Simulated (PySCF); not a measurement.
Species: C3H4FN.
SMILES with atom numbers: `[CH2:1]=[N:2][C:3](=[CH2:4])[F:5]` (hydrogens: H6, H7 on C1; H8, H9 on C4)

The same species was optimised twice, with GFN2-xTB and with PBE0-D3(BJ)/def2-SVP (PySCF), and the same property calculations (PySCF, gas phase) were run on both structures.

| coordinate | GFN2-xTB | PBE0-D3(BJ)/def2-SVP | change |
| --- | --- | --- | --- |
| C3–F5 (Å) | 1.369 | 1.343 | -0.026 |
| C1–H7 (Å) | 1.079 | 1.097 | +0.018 |
| C4–H8 (Å) | 1.072 | 1.089 | +0.017 |
| C4–H9 (Å) | 1.074 | 1.090 | +0.016 |
| N2–C3 (Å) | 1.361 | 1.376 | +0.015 |
| C1–H6 (Å) | 1.091 | 1.102 | +0.011 |
| C1=N2 (Å) | 1.263 | 1.272 | +0.009 |
| C3=C4 (Å) | 1.328 | 1.335 | +0.007 |
| C1–N2–C3 (°) | 122.8 | 120.2 | -2.6 |
| H8–C4–H9 (°) | 119.2 | 120.6 | +1.4 |
| N2–C1–H6 (°) | 124.9 | 123.6 | -1.3 |
| C3–C4–H8 (°) | 119.7 | 118.6 | -1.1 |
| N2–C1–H7 (°) | 117.5 | 118.6 | +1.1 |
| C4–C3–F5 (°) | 119.2 | 119.9 | +0.7 |
| N2–C3–F5 (°) | 117.6 | 116.9 | -0.7 |
| H6–C1–H7 (°) | 117.6 | 117.9 | +0.3 |
| C1–N2–C3–C4 (°) | 180 | 179 | -1 |

Rotational constants: A = 10165, B = 4706, C = 3217 MHz (GFN2-xTB) against A = 10352, B = 4719, C = 3241 MHz (PBE0-D3(BJ)/def2-SVP). Point groups within 0.08 Å: Cs and Cs.

On the GFN2-xTB structure: lowest singlet, TDDFT (eV) 4.47 [B3LYP/def2-SVPD]; lowest triplet, Tamm–Dancoff (eV) 3.14 [B3LYP/def2-SVPD]; isotropic polarisability (au) 50.6 [B3LYP/def2-SVPD]; HOMO (eV) -7.28 [B3LYP/def2-SVPD]; LUMO (eV) -1.91 [B3LYP/def2-SVPD]; dipole (D) 0.56 [B3LYP/def2-SVPD]; HOMO (eV) -7.43 [PBE0/pcSseg-1]; LUMO (eV) -1.60 [PBE0/pcSseg-1]; dipole (D) 0.65 [PBE0/pcSseg-1]; GIAO shielding of C1 (ppm) 32.8 [PBE0/pcSseg-1]; GIAO shielding of N2 (ppm) -106.0 [PBE0/pcSseg-1]; GIAO shielding of C3 (ppm) 16.1 [PBE0/pcSseg-1]; GIAO shielding of C4 (ppm) 81.6 [PBE0/pcSseg-1]; GIAO shielding of F5 (ppm) 283.6 [PBE0/pcSseg-1].

Problem. What do these properties become on the PBE0-D3(BJ)/def2-SVP structure?

Solution. 
```json
{"property": "lowest singlet, TDDFT (eV)", "level": "B3LYP/def2-SVPD", "on GFN2-xTB": "4.47", "on PBE0-D3(BJ)/def2-SVP": "4.53", "change": "+0.06"}
{"property": "lowest triplet, Tamm–Dancoff (eV)", "level": "B3LYP/def2-SVPD", "on GFN2-xTB": "3.14", "on PBE0-D3(BJ)/def2-SVP": "3.11", "change": "-0.03"}
{"property": "isotropic polarisability (au)", "level": "B3LYP/def2-SVPD", "on GFN2-xTB": "50.6", "on PBE0-D3(BJ)/def2-SVP": "51.1", "change": "+0.5"}
{"property": "HOMO (eV)", "level": "B3LYP/def2-SVPD", "on GFN2-xTB": "-7.28", "on PBE0-D3(BJ)/def2-SVP": "-7.22", "change": "+0.06"}
{"property": "LUMO (eV)", "level": "B3LYP/def2-SVPD", "on GFN2-xTB": "-1.91", "on PBE0-D3(BJ)/def2-SVP": "-1.89", "change": "+0.02"}
{"property": "dipole (D)", "level": "B3LYP/def2-SVPD", "on GFN2-xTB": "0.56", "on PBE0-D3(BJ)/def2-SVP": "0.53", "change": "-0.03"}
{"property": "energy, GFN2-xTB geometry as zero (kcal/mol)", "level": "B3LYP/def2-SVPD", "on GFN2-xTB": "0.0", "on PBE0-D3(BJ)/def2-SVP": "-0.5", "change": "-0.5"}
{"property": "HOMO (eV)", "level": "PBE0/pcSseg-1", "on GFN2-xTB": "-7.43", "on PBE0-D3(BJ)/def2-SVP": "-7.38", "change": "+0.05"}
{"property": "LUMO (eV)", "level": "PBE0/pcSseg-1", "on GFN2-xTB": "-1.60", "on PBE0-D3(BJ)/def2-SVP": "-1.58", "change": "+0.02"}
{"property": "dipole (D)", "level": "PBE0/pcSseg-1", "on GFN2-xTB": "0.65", "on PBE0-D3(BJ)/def2-SVP": "0.65", "change": "0.00"}
{"property": "energy, GFN2-xTB geometry as zero (kcal/mol)", "level": "PBE0/pcSseg-1", "on GFN2-xTB": "0.0", "on PBE0-D3(BJ)/def2-SVP": "-0.5", "change": "-0.5"}
{"property": "GIAO shielding of C1 (ppm)", "level": "PBE0/pcSseg-1", "on GFN2-xTB": "32.8", "on PBE0-D3(BJ)/def2-SVP": "29.2", "change": "-3.6"}
{"property": "GIAO shielding of N2 (ppm)", "level": "PBE0/pcSseg-1", "on GFN2-xTB": "-106.0", "on PBE0-D3(BJ)/def2-SVP": "-111.8", "change": "-5.8"}
{"property": "GIAO shielding of C3 (ppm)", "level": "PBE0/pcSseg-1", "on GFN2-xTB": "16.1", "on PBE0-D3(BJ)/def2-SVP": "15.4", "change": "-0.7"}
{"property": "GIAO shielding of C4 (ppm)", "level": "PBE0/pcSseg-1", "on GFN2-xTB": "81.6", "on PBE0-D3(BJ)/def2-SVP": "81.6", "change": "0.0"}
{"property": "GIAO shielding of F5 (ppm)", "level": "PBE0/pcSseg-1", "on GFN2-xTB": "283.6", "on PBE0-D3(BJ)/def2-SVP": "287.8", "change": "+4.2"}
```

The heavy atoms differ by 0.024 Å rms after alignment. Among all bonds C3–F5 changes most (-0.026 Å). Changes are differences of the printed values. Neither structure is proved a minimum here.

Shape of the structure used: `[CH2:1]=[N:2][C:3](=[CH2:4])[F:5]`: C1–N2–C3–C4 179°.
